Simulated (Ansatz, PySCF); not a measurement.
Dimer: CH4O (SMILES CO) (first 6 atoms) with CH4O (SMILES CO); geometry from S66by8 set.
(charge 0, multiplicity 1):
```xyz
12

O     -1.361     0.317    -0.107
H     -0.416     0.294    -0.311
C     -1.877    -0.971    -0.372
H     -2.934    -0.956    -0.123
H     -1.781    -1.252    -1.423
H     -1.399    -1.746     0.233
O      1.324     0.225    -0.392
H      1.792     0.839    -0.961
C      1.832     0.382     0.930
H      1.279    -0.306     1.560
H      2.891     0.132     0.987
H      1.680     1.393     1.308
```

Counterpoise-corrected where a basis set is named; no monomer relaxation.

Codes used: Ansatz (a quantum-chemistry and plane-wave program) with Gaussian orbitals; PySCF for the dispersion terms. 

One of these levels gives -5.59 kcal/mol for the interaction energy. Name it.
A. PBE0-D3(BJ)/def2-TZVPPD
B. HF/aug-cc-pVDZ
C. PBE0/def2-TZVPPD
D. B3LYP/def2-TZVPPD

A, PBE0-D3(BJ)/def2-TZVPPD. The others give -2.27 (HF/aug-cc-pVDZ), -3.88 (B3LYP/def2-TZVPPD), -4.65 (PBE0/def2-TZVPPD)
